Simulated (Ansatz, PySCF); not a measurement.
Gas-phase reaction in SMILES: CCN [ethanamine] -> C[CH2] (C2H5) + [NH2] (NH2) (the C-N bond breaks)

Wanted: bond dissociation energy (electronic), in kcal/mol. Set-up: LANL2DZ all-electron up to Ne; open shells spin-unrestricted; spin-orbit terms left out; non-relativistic; valence correlation only; no dispersion term unless named. Basis-set limits of correlation are two-point, X^-3; Hartree-Fock from the larger set. The bracket is a focal-point correction in the basis named. Ab initio and DFT rows: single points at B3LYP-D3(BJ) geometries (Ansatz, an electronic-structure program).

```tsv
species	coefficient	E at B3LYP/LANL2DZ (Ansatz), Eh	E at M06-2X/def2-TZVPD (PySCF), Eh
CCN	-1	-135.15157	-135.15411
[CH2]C (C2H5)	+1	-79.14874	-79.13488
[NH2] (NH2)	+1	-55.86629	-55.87067
```

Coupled cluster (Ansatz) is a level with limits of its own, used here on species with T1 under 0.025 (0.045 for open shells) and stable references: RI-MP2/CBS(aug-cc-pVTZ,aug-cc-pVQZ)+[CCSD(T)-MP2]/aug-cc-pVTZ. Value to compare with, RI-MP2/CBS(aug-cc-pVTZ,aug-cc-pVQZ)+[CCSD(T)-MP2]/aug-cc-pVTZ (Ansatz): 92.3 kcal/mol. 1 Eh = 627.5095 kcal/mol.

### Question
Compute it at each level from the table, and compare with RI-MP2/CBS(aug-cc-pVTZ,aug-cc-pVQZ)+[CCSD(T)-MP2]/aug-cc-pVTZ (Ansatz).

### Answer

- B3LYP/LANL2DZ: the sum of coefficient times E is 0.13654 Eh, or 85.68 kcal/mol. Result: 85.7 kcal/mol. Its difference against RI-MP2/CBS(aug-cc-pVTZ,aug-cc-pVQZ)+[CCSD(T)-MP2]/aug-cc-pVTZ (Ansatz) is -6.6 kcal/mol.
- M06-2X/def2-TZVPD: the sum of coefficient times E is 0.14856 Eh, or 93.22 kcal/mol. Result: 93.2 kcal/mol. Its difference against RI-MP2/CBS(aug-cc-pVTZ,aug-cc-pVQZ)+[CCSD(T)-MP2]/aug-cc-pVTZ (Ansatz) is 0.9 kcal/mol.
